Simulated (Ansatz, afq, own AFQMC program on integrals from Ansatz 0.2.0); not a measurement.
## SiC, singlet: AFQMC among the cluster methods

```xyz
2

Si    0.0000    0.0000    0.0000
C     0.0000    0.0000    1.3270
```

Basis 6-31G. Noble-gas cores (and the filled d shells of Ga–Kr and In–Xe) are frozen. AFQMC by an in-house program on the Cholesky factors that Ansatz 0.2.0 writes for its CCSD(T) run. The CISD trial takes its coefficients from CCSD amplitudes. Released means that phaseless walkers are propagated on without the constraint, phases kept. ± is one standard error of the sampling.

Determinant: UHF, the one that the program's search chose, which needn't be the lowest solution. The geometry is a point of a scan.

Full CI on the same integrals is exact in this basis and with this determinant's frozen core.

Cautions: strong correlation (T1 0.124, weight of the determinant 0.63, largest double 0.21); unrestricted determinant spin contaminated (⟨S²⟩ 1.49 against 0.00); CCSD(T) is in doubt: in a space of 8 electrons in 8 natural orbitals full CI lies 230 meV below it; the released energies are still falling, so no released level is given (meV from the phaseless value at times in 1/Eh: -22 ± 4 at 0.24, -32 ± 4 at 0.51, -39 ± 6 at 0.99, -62 ± 3 at 1.62, -69 ± 3 at 2.40).

The T1 diagnostic is 0.1237 and the weight of the determinant in the CISD state is 0.633. The ⟨S²⟩ of the determinant is 1.490 and the size of the correlated space is 8 electrons in 16 orbitals.

Reference: full CI, correlation energy -3.978 eV. The cautions show a poor starting determinant, so the rows tell how each method copes with it here, and full CI is the sure value.

```csv
level,E − E(reference) (kJ/mol),share of correlation (%)
HF,383.8,0.00
MP2,164.2,57.21
CCSD,42.7,88.88
CCSD(T),26.3,93.14
CCSDT,10.9,97.15
CCSDT(Q),2.9,99.25
CCSDTQ,1.7,99.57
ph-AFQMC/CISD,8.7 ± 0.4,97.74
```

CCSDT and higher add their correlation energy to the determinant of the CCSD(T) run, since their own runs factorise the integrals more tightly (a shift of under 2 meV). A walk keeps the symmetry of its determinant, which the program's search chose and which needn't be the lowest solution, so a lower state of the same spin and another symmetry isn't excluded.
